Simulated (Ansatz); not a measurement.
## Worked example: correlation energy of Ge–AsH₂, doublet

Geometry: a PBE0/def2-TZVP stationary point for this spin, not checked as a minimum.

```xyz
4

Ge    0.0000    0.0000    1.1907
As    0.0000    0.0000   -1.0996
H     0.0000    1.1742   -2.0399
H     0.0000   -1.1742   -2.0399
```

Basis cc-pVDZ; Ansatz 0.2.0. Only valence electrons are correlated (noble-gas cores and the filled d shells of p-block atoms frozen), which leaves 11 electrons in 36 orbitals. R marks a restricted (for open shells ROHF) determinant. No spin–orbit coupling is included, and no scalar relativity.

Full CI isn't at hand for all of this; RCCSDTQ serves as the reference, and is uncertain by about the last step of the cluster series.

Runs differ by some tens of microhartree through their thresholds and, for an open shell, their frozen cores, so steps under 0.03 kcal/mol mean nothing.

```json
{"level": "RHF", "total energy (hartree)": "-4310.621397"}
{"level": "RMP2", "total energy (hartree)": "-4310.799943"}
{"level": "RCCSD", "total energy (hartree)": "-4310.833876"}
{"level": "RCCSD(T)", "total energy (hartree)": "-4310.842243"}
{"level": "RCCSDT", "total energy (hartree)": "-4310.843671"}
{"level": "RCCSDT(Q)", "total energy (hartree)": "-4310.844266"}
{"level": "RCCSDTQ", "total energy (hartree)": "-4310.844314"}
```

**Question.** What is the correlation energy at RCCSDTQ, and what share of it do RMP2 and RCCSDT recover?

**Answer.** E(corr) = -4310.844314 − (-4310.621397) = -0.222917 hartree = -6.066 eV. RMP2: -0.178546 / -0.222917 = 80.10 %. RCCSDT: -0.222274 / -0.222917 = 99.71 %.

**Question.** By how many kcal/mol does RCCSD(T) miss RCCSDTQ (1 hartree = 627.509 kcal/mol), and which steps make up the rest?

**Answer.** -4310.842243 − (-4310.844314) = 0.002071 hartree = 1.30 kcal/mol. Steps: RCCSDT − RCCSD(T) = -0.90, RCCSDT(Q) − RCCSDT = -0.37, RCCSDTQ − RCCSDT(Q) = -0.03 kcal/mol. Differences between like states or geometries often cancel part of this.
